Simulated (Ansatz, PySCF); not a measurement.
System: C2H4NO, net charge 0, doublet state. It need not be the lowest isomer of its formula. SMILES: C(=O)(N)[CH2]
Geometry from a B3LYP-D3(BJ)/def2-TZVP (Ansatz, a quantum-chemistry and plane-wave program) optimisation:
```xyz
8

O      0.2440     1.2982     0.2869
C      0.0056     0.1235     0.0276
N      1.0071    -0.7711    -0.2593
C     -1.3493    -0.3957    -0.0172
H      0.8326    -1.7569    -0.3335
H     -1.5726    -1.4257    -0.2615
H     -2.1561     0.2872     0.1984
H      1.9565    -0.4591    -0.1456
```
Charge 0, spin multiplicity 2.


Wanted: enthalpy of formation at 298 K (from the atomisation energy, B3LYP-D3(BJ)/def2-TZVP harmonic zero-point and thermal terms from PySCF, and the atoms' enthalpies of formation in the G2/97 table; no spin-orbit terms, and no core term in the frozen-core levels), in kcal/mol. Correlated levels leave the core frozen unless marked. UHF or UKS for open shells. No spin-orbit coupling. No relativistic terms. The coupled-cluster limit lacks core correlation, which all-electron functionals hold. Basis-set limits of correlation are two-point, X^-3; Hartree-Fock from the larger set. [CCSD(T)-MP2]/basis is that difference in the basis named.

| level | program | enthalpy of formation at 298 K (kcal/mol) |
|---|---|---|
| HF/def2-TZVPD | PySCF | 227.2 |
| B3LYP/def2-TZVPD | Ansatz | -11.1 |
| PBE0-D4/def2-TZVP | Ansatz + dftd4 | -18.1 |
| PBE0/def2-TZVP | Ansatz | -15.9 |
| TPSSh/def2-TZVPD | PySCF | -8.6 |
| CAM-B3LYP-D4/def2-TZVPD | Ansatz + dftd4 | -17.9 |
| MP2/cc-pVTZ | Ansatz | -0.2 |

Problem. Predict the RI-MP2/CBS(cc-pVTZ,cc-pVQZ)+[CCSD(T)-MP2]/cc-pVTZ result (Ansatz).

Solution. -8.0 kcal/mol
